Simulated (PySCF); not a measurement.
Molecule: isobutyric acid, C$_{4}$H$_{8}$O$_{2}$.

Atoms are numbered as in `[CH3:1][CH:2]([CH3:3])[C:4](=[O:5])[OH:6]`. Each H is labelled by its parent atom.

Geometry PBE0-D3(BJ)/def2-SVP throughout; GIAO in PySCF, gas phase, one conformer, non-relativistic; equivalent atoms averaged; basis pcSseg-1.

For orientation, HF gives these shifts δ (against TMS, H2O at the same level): C4 182.8, C2 30.0, C1/C3 18.6, O5 421.6, O6 177.0, H(O6) 5.86, H(C2) 1.91, H(C1)/H(C3) 1.24 ppm.

A run gave: C4 180.0, C2 34.0, C1/C3 20.0, O5 435.2, O6 210.0, H(O6) 5.59, H(C2) 2.26, H(C1)/H(C3) 1.18 ppm (shifts δ (against TMS, H2O at the same level)).

Q: Which functional was used in that run?
A. B97-2
B. PBE
C. PBE0
D. KT2
E. LC-wPBE

A: C. C4 tells them apart best: PBE0 gives 180.0, B97-2 gives 176.8, LC-wPBE gives 185.0, KT2 gives 168.7, PBE gives 176.5 ppm.
